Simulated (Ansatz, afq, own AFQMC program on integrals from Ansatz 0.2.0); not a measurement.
**H2Se, singlet, reference energies and how methods fare**

| atom | x (Å) | y (Å) | z (Å) |
| --- | --- | --- | --- |
| Se | 0.5611 | -0.2749 | 0.2804 |
| H | 0.0461 | 1.0947 | 0.1446 |
| H | -0.6073 | -0.8198 | -0.4250 |

Geometry: a PBE0/def2-SVP stationary point, not shown to be a minimum. Basis def2-TZVP. Only valence electrons are correlated. Integrals, coupled cluster, full CI and functionals: Ansatz 0.2.0; the random walks run on the same integrals in our own AFQMC program. The CISD trial takes its coefficients from CCSD amplitudes. Released means that phaseless walkers are propagated on without the constraint, phases kept. Error bars are statistical, one sigma. No spin–orbit coupling.

Best estimates are CCSD(T) at the basis-set limit (def2-TZVPP/QZVPP) plus the step from CCSD(T) to the highest rung at hand in def2-TZVP, named in the table (released AFQMC can keep some 10 meV of bias). Fragments are relaxed and keep their bonds. No zero-point, core-correlation or spin–orbit terms, no scalar relativity below Rb. Other levels are in def2-TZVP; a dash marks a level that is missing or breaks spin symmetry for a member.

Cautions: inner d shell frozen; no relativity below Rb; no spin-orbit coupling.

| process | r2SCAN (eV) |
| --- | --- |
| Se1–H2 → HSe (doublet) + H (doublet) | 3.64 |
| to free atoms | 7.07 |

Problem. From these values, estimate the best estimates.

Solution. 
| process | best estimate (eV) | highest rung |
| --- | --- | --- |
| Se1–H2 → HSe (doublet) + H (doublet) | 3.70 | CCSDT(Q) |
| to free atoms | 7.09 | CCSDT(Q) |

Errors against the best estimates in eV, in the same order:

```csv
level,"error, 1","error, 2"
MP2,-0.25,-0.58
CCSD(T),-0.18,-0.38
ph-AFQMC/CISD,-0.17 ± 0.003,-0.38 ± 0.003
CCSD(T)/CBS,0.00,-0.01
PBE,-0.06,-0.05
r2SCAN,-0.06,-0.02
PBE0,-0.11,-0.15
B3LYP,-0.07,-0.03
wB97M-V,-0.06,-0.07
B2PLYP,-0.12,-0.20
```

Cost at the first geometry (cards were shared with other jobs): PBE0/def2-TZVP, 0.91 s on 1 thread of AMD EPYC 7R13 Processor (Zen 3), with other jobs on the host; RCCSD(T)/def2-TZVP, 1.6 s on 1 × NVIDIA H100 80GB HBM3 with 1 thread of AMD EPYC 7R13 Processor (Zen 3), on a shared host; CCSD(T)/def2-QZVPP, 2.3 s on 1 × NVIDIA H100 80GB HBM3 with 1 thread of AMD EPYC 7R13 Processor (Zen 3) (shared host); CCSDT(Q), 2.5 s on 1 × NVIDIA H100 80GB HBM3 with 1 thread of AMD EPYC 7R13 Processor (Zen 3) (shared host); ph-AFQMC/CISD with release, 34 s on 1 × NVIDIA H100 80GB HBM3 with 2 threads of AMD EPYC 7R13 Processor (Zen 3) (shared host).

Best estimates are given only where the step beyond CCSD(T) is under 0.3 eV and no member's determinant is very poor (T1 over 0.05, or 0.07 for open shells, ⟨S²⟩ too high by 0.3, two states mixed), so the hardest cases are missing from such tables.

The functionals ran in a triple-zeta set and keep a basis error of their own, a few kJ/mol for each bond in atomization energies and more for double hybrids, so close places among them and the extrapolated levels can swap.

CCSDT and higher add their correlation energy to the determinant of the CCSD(T) run, since their own runs factorise the integrals more tightly (a shift of under 2 meV). Each member of a difference takes its own highest rung, so a best estimate needn't equal the limit plus the step of one row. A walk keeps the symmetry of its determinant, which the program's search chose and which needn't be the lowest solution, so a lower state of the same spin and another symmetry isn't excluded.
